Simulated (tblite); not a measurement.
Compound: C3H6P (charge -1).
Numbering: `[CH3:1]/[CH:2]=[CH:3]/[PH-:4]` (hydrogens: H5, H6, H7 on C1; H8 on C2; H9 on C3; H10 on P4)

Geometry (GFN2-xTB, Å), atoms numbered from 1 in this order:
```xyz
10
C3H6P angstrom
C     -1.480   -0.141    0.133
C      0.007   -0.335    0.083
C      0.878    0.639   -0.224
P      2.633    0.574   -0.323
H     -1.995   -0.796   -0.580
H     -1.880   -0.370    1.129
H     -1.737    0.890   -0.108
H      0.363   -1.332    0.310
H      0.491    1.633   -0.449
H      2.729   -0.758    0.006
```

All values are computed: GFN2-xTB (tblite) harmonic vibrations without scaling, gas phase. Errors from tens to a few hundred cm⁻¹ against measured bands are possible. Modes of hydrogen on phosphorus can be 10 to 20 % off. One conformer, not necessarily the lowest.

Harmonic wavenumbers (cm⁻¹): 146.6, 202.1, 243.6, 388.0, 419.3, 633.9, 799.8, 915.2, 956.9, 992.1, 1030.1, 1092.3, 1251.0, 1283.1, 1395.8, 1502.6, 1515.0, 1612.5, 2291.9, 2873.0, 2907.1, 2950.5, 2996.8, 3027.9.

A = 37609, B = 2426, C = 2312 MHz; mass 73.021 u (most abundant isotopes); point group Cs, symmetry number 1.

What is the zero-point energy?

Half the sum of the wavenumbers: 16714 cm⁻¹ = 199.94 kJ/mol.

Entropy at 200 K, 1 bar (ideal gas, RRHO, classical rotation)?

Translation 154.07, rotation 98.94, vibration 23.51: S = 276.5 J/(mol K).

And Cp and H(200 K) − H(0)?

Cp = 67.60 J/(mol K), of which vibrations give 34.34 (their classical limit is 24 R = 199.5); H(200 K) − H(0) = 9.66 kJ/mol without the zero-point energy, 3.01 from vibrations.

What must be added to the electronic energy to get the Gibbs energy at 200 K and 1 bar?

ZPE + [H(200 K) − H(0)] − T·S = 199.94 + 9.66 − 55.30 = 154.30 kJ/mol.

How do the functions run with temperature in this model?

```
T (K)  S (J/(mol K))  Cp (J/(mol K))  H − H(0) (kJ/mol)  G − H(0) (kJ/mol)  ln q(vib)
  100          236.8            48.4               3.83             -19.85       0.22
  300          307.4            86.4              17.35             -74.88       1.97
  500          360.2           121.7              38.30            -141.78       4.01
  800          425.9           158.2              80.72            -260.04       7.12
 1000          463.1           174.7             114.09            -349.02       9.11
```

q(vib) and H(0) count from the zero-point level.

Hindered rotation and anharmonicity are outside this model. Other conformers, if any are populated, would add a mixing term that is left out.

Time: 0.1 s wall. Hardware: an INTEL XEON PLATINUM 8581C at 2.30 GHz with one thread, shared host. The figure is for the frequency step alone.
